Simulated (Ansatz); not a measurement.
α-quartz (SiO2), treated with PBE (PAW; Ansatz, a first-principles code).

Input:

Ansatz 0.2 input:
```yaml
crystal:
  lattice:
    - [2.4771632667, -4.2905726365, 0.0]
    - [2.4771632667, 4.2905726365, 0.0]
    - [0.0, 0.0, 5.4357102003]
  atoms:
    - { symbol: Si, position: [0.0, 0.4766995706, 0.3333333333] }
    - { symbol: Si, position: [0.5233004294, 0.5233004294, 0.0] }
    - { symbol: Si, position: [0.4766995706, 0.0, 0.6666666667] }
    - { symbol: O, position: [0.2554625702, 0.414558127, 0.2051873698] }
    - { symbol: O, position: [0.585441873, 0.8409044433, 0.8718540364] }
    - { symbol: O, position: [0.7445374298, 0.1590955567, 0.4614792969] }
    - { symbol: O, position: [0.8409044433, 0.585441873, 0.1281459636] }
    - { symbol: O, position: [0.414558127, 0.2554625702, 0.7948126302] }
    - { symbol: O, position: [0.1590955567, 0.7445374298, 0.5385207031] }
basis:
  ecutwfc: 520
  ecutrho_ratio: 4
  xc_grid: 2
kpoints:
  mp_grid: { grid: [12, 12, 6] }
hamiltonian:
  xc: pbe
  dispersion: none
  pseudopotentials: { kind: paw }
scf:
  occupations: { method: fermi_dirac, width: 0.01 }
output:
  forces: true
  stress: true
  eigenvalues: true
relax:
  f_tol: 0.004
  escape_saddle: false
  max_steps: 80
  cell: { stress_tol: 0.02, fix: [volume] }
```

Excerpt of the program's output:

```
Relaxation: its limit of steps is 80 (relax.max_steps)
Crystal: 9 atoms, lattice volume = 115.546 Å³
Basis set: ecut = 520 eV, 3147 PW (Γ), exchange–correlation on 80×80×90 points (8 copies of the dense FFT grid, shifted against one another)
Bands: 33, of which v1, the nominal top of the filled ones, is band 24 counted from 1 (23 counted from 0)
Symmetry: 6 space group operations
Space group: P3221 (ITA 154), of the structure as read, at distance tolerance 4.9e-5 Å
k-points: 100 of 864 (time reversal used)
Functional: x = pbe(κ = 0.804, μ = 0.2195149727645171), c = pbe(β = 0.06672455060314922)
SCF iter   1: F=—  HF=-5322.135097 eV  |F-HF|=—  |Δ(HF+E_count)|=         —  Δρ=1.55e-3  dr2=1.05e-3
SCF iter   2: F=—  HF=-5322.138084 eV  |F-HF|=—  |Δ(HF+E_count)|=   2.99e-3  Δρ=7.92e-4  dr2=2.09e-4
  ...
SCF 1 converged in 6 iterations: F = -5322.138546 eV  dr2 = 7.44e-9
Crystal: 9 atoms, lattice volume = 115.546 Å³
Basis set: ecut = 520 eV, 3123 PW (Γ), exchange–correlation on 80×80×90 points (8 copies of the dense FFT grid, shifted against one another)
Initial density: handed on by an earlier stage of this run
  ...
Crystal: 9 atoms, lattice volume = 115.546 Å³
SCF 5 converged in 6 iterations: F = -5322.231738 eV  dr2 = 6.58e-8
Crystal: 9 atoms, lattice volume = 115.546 Å³
SCF 6 converged in 5 iterations: F = -5322.231920 eV  dr2 = 1.08e-8
Crystal: 9 atoms, lattice volume = 115.546 Å³
SCF iter   4: F=—  HF=-5322.231920 eV  |F-HF|=—  |Δ(HF+E_count)|=   2.65e-7  Δρ=6.26e-7  dr2=1.50e-10
SCF iter   5: F=-5322.231920 eV  HF=-5322.231920 eV  |F-HF|=2.72e-10  |Δ(HF+E_count)|=   1.11e-8  Δρ=1.11e-7  dr2=7.64e-12
SCF 7 converged in 5 iterations: F = -5322.231920 eV  dr2 = 7.64e-12
SCF converged after 5 iterations
Free energy (F): -5322.231920 eV
Internal energy: -5322.231920 eV  (E = F + TS)
E sigma→0 (E₀):  -5322.231920 eV
Fermi energy:    5.261809 eV
--- Forces (eV/Å), atoms counted from 1 ---
  atom   1  Si     0.00005214     0.00009031     0.00000000
  atom   2  Si    -0.00010428    -0.00000000    -0.00000000
  atom   3  Si     0.00005214    -0.00009031     0.00000000
  atom   4  O     -0.00042403     0.00031334     0.00050031
  atom   5  O     -0.00005934    -0.00052389     0.00050031
  atom   6  O      0.00048337    -0.00021055    -0.00050031
  atom   7  O     -0.00005934     0.00052389    -0.00050031
  atom   8  O     -0.00042403    -0.00031334    -0.00050031
  atom   9  O      0.00048337     0.00021055     0.00050031
--- Stress (GPa, compression-positive) ---
        1.454302       0.000000       0.000000
        0.000000       1.454302       0.000000
        0.000000       0.000000       1.450813
  P = ⅓ Tr σ = 1.4531 GPa (14.531 kbar)
```

The cell is one volume of an energy–volume scan, off the minimum.

It cost about 4 core-minutes (a rough figure) of CPU time.
